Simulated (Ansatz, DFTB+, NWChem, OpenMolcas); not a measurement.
# Loss of CH4: C4H7N → C3H3N + CH4

Species: C4H7N `C=CC(=C)N`, singlet; C3H3N `C=C=C=N`, singlet; CH4 (methane) `C`, singlet. This is a balance of energies; it says nothing on the path, which may need atoms to shift.

Shapes, held fixed at every level: PBE0-D4/def2-TZVP. Flexible molecules stand in one conformer, not always the lowest. Programs: Ansatz 0.2.0, DFTB+ 25.1, NWChem 7.3.0, OpenMolcas 26.06. A level may come from different programs for different species; with the same settings they agree closely. Electronic energies: no zero-point or thermal term.

```tsv
level	kind	ΔE (kJ/mol)
DFTB1	semi-empirical	+168.0
HF/STO-3G	Hartree–Fock	+221.4
HF/3-21G	Hartree–Fock	+161.9
HF/def2-SVP	Hartree–Fock	+179.6
B3LYP/6-31G* (spherical functions)	global hybrid	+140.0
PBE0/def2-SVP	global hybrid	+183.9
```

PBE0/def2-SVP gives ΔE = +183.9 kJ/mol; the levels span +140.0 to +221.4. The median of the levels is +173.8. No measured value is set beside it here. Rows in sets without polarisation functions are far from converged.
